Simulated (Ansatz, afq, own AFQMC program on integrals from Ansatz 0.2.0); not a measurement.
## The Si2–I4 bond of SiI₃F, singlet, worked out

```yaml
atoms:
  - { symbol: F, position_ang: [-0.6920, -0.0239, 1.5679] }
  - { symbol: Si, position_ang: [-0.0351, -0.0153, 0.0930] }
  - { symbol: I, position_ang: [1.7306, -1.6760, 0.0782] }
  - { symbol: I, position_ang: [-1.7906, -0.5709, -1.4834] }
  - { symbol: I, position_ang: [0.8370, 2.2125, -0.2971] }
```

The molecule and both fragments are relaxed with PBE0/def2-SVP; the fragments keep their bonds.

Basis def2-SVP with its core potentials. Noble-gas cores (and the filled d shells of Ga–Kr and In–Xe) are frozen. Ansatz 0.2.0 and our own AFQMC program on the same integrals; the CISD trial comes from CCSD amplitudes, and released means the phaseless constraint is let go. ± is one standard error of the sampling. No spin–orbit coupling.

Total energies in eV. CBS is CCSD(T) at the limit of def2-TZVPP/QZVPP (extrapolated itself); the highest rung of each member is named.

Cautions: inner d shell frozen; no spin-orbit coupling; SiI₃F (singlet): the released value is read at 0.90 1/Eh with a noise of 11 meV, more than in the cases checked (meV from the phaseless value at times in 1/Eh: -2 ± 7 at 0.21, -1 ± 8 at 0.42, -5 ± 11 at 0.63, 5 ± 11 at 0.90); SiI₂F (doublet): the released value is read at 0.90 1/Eh (meV from the phaseless value at times in 1/Eh: -3 ± 8 at 0.21, -4 ± 9 at 0.42, 3 ± 7 at 0.63, 3 ± 7 at 0.90).

| member | count | CCSD(T)/def2-SVP | highest rung in def2-SVP | which | CCSD(T)/CBS |
| --- | --- | --- | --- | --- | --- |
| SiI₂F, doublet | +1 | -26723.9882 | -26724.0440 ± 0.0068 | released AFQMC | -26740.1034 |
| I (doublet) | +1 | -8074.7300 | -8074.7378 | FCI | -8077.0860 |
| SiI₃F, singlet | -1 | -34801.6029 | -34801.6640 ± 0.0111 | released AFQMC | -34820.5622 |

Q: Work out the best estimate of the bond energy: the CCSD(T)/CBS difference plus the step from CCSD(T) to the highest rung.

A: Sums with the counts: CCSD(T)/CBS 3.3728 eV, highest rung 2.8822 eV, CCSD(T)/def2-SVP 2.8847 eV. The step is 2.8822 − 2.8847 = -0.0025 eV, so the best estimate is 3.3728 + (-0.0025) = 3.3703 eV = 325.2 kJ/mol, with sampling noise 0.013 eV. The step is under twice that noise, so its sign is open. The basis set is worth 0.488 eV of it. Zero-point, core-correlation and spin–orbit terms aren't in it. Past Ne the Hartree–Fock part of each CBS total tends to overshoot, since the cores don't follow the formula; that largely cancels in the difference.

Best estimates are given only where the step beyond CCSD(T) is under 0.3 eV and no member's determinant is very poor (T1 over 0.05, or 0.07 for open shells, ⟨S²⟩ too high by 0.3, two states mixed), so the hardest cases are missing from such tables.

Each member of a difference takes its own highest rung, so a best estimate needn't equal the limit plus the step of one row. Released energies are given only where the last usable release times agree within the noise; a slower fall can still hide under it. The exponents were fitted on light atoms, and def2 sets of heavy atoms don't grow evenly, so the limit is rough here.
